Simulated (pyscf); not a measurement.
Optimised with ωB97X-D3(BJ)/def2-SVP in PySCF.

PH₃ (SMILES P) + PH₃ (SMILES P) -> H₂P–PH₂ (SMILES PP) + H₂ (SMILES [H][H])
Surface: singlet. Broken: H–P, H–P. Formed: P–P, H–H. Give ΔE‡ and ΔE from ωB97M-D3(BJ)/def2-TZVP, relative to the separated reactants.

ΔE‡ = 3.34 eV, ΔE = +0.25 eV. Zero-point energy shifts the barrier by -0.02 eV. It is a four-centre exchange, with an imaginary mode of 1477i cm⁻¹. From the product side, PH₂• + PH₂• + H₂ lies, by one bond made or cut, 0.40 eV under this saddle at ωB97M-D3(BJ)/def2-TZVP. This is the saddle that the search found; another between the same sides may lie lower.
